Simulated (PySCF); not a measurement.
Structure from 2D NMR

Compound of formula C4H9F. Correlations simulated from computed shifts and couplings:

HSQC (one-bond C–H):
```tsv
δH	δC	1J(C,H) (Hz)
1.26	30.1	133
```

HMBC (two and three bonds, |J| ≥ 2.5 Hz):
```tsv
δH	δC [abs. J in Hz]
1.26	94.1 [3.3], 30.1 [4.2]
```

Carbons without hydrogens: δ 94.1.

Computational details: NMR shieldings at B97-2/pcSseg-2/GIAO, coordinates at the PBE0-D3(BJ)/def2-SVP level, spin–spin couplings from B3LYP/pcJ-1 (spin–dipole term only in couplings to heteroatoms), in PySCF (a single conformation, non-relativistic, isolated molecule, rapidly exchanging positions averaged).

Shifts are taken against calculated references (same method and geometry level): 1H, 13C vs TMS.

Exchangeable hydrogens are left out of these lists, and C,H couplings along chains are those of one rotamer, so weak HMBC peaks may be missing or extra.

Which molecule is this?

Results:

`CC(C)(C)F`.

Atoms are numbered as in `[CH3:1][C:2]([CH3:3])([CH3:4])[F:5]` (H(Xn): hydrogen on atom n).

δC 94.1 is C2, a fully substituted sp3 carbon bonded to F. δC 30.1 is C1/C3/C4, a methyl carbon (δH 1.26). HMBC from δH 1.26 reaches the proton-free carbon C2.

Common functionals overestimate the size of one-bond C–F couplings by tens of Hz; these are unscaled. Shifts are as computed. Against solution values, carbons near 30 ppm lie about +4 ppm off and those near 130 ppm about +7 ppm. Of 1211 compounds with measured shifts, 218 miss one by over three times the rms of a fit or turn the order of signals round; such compounds aren't used in these exercises.
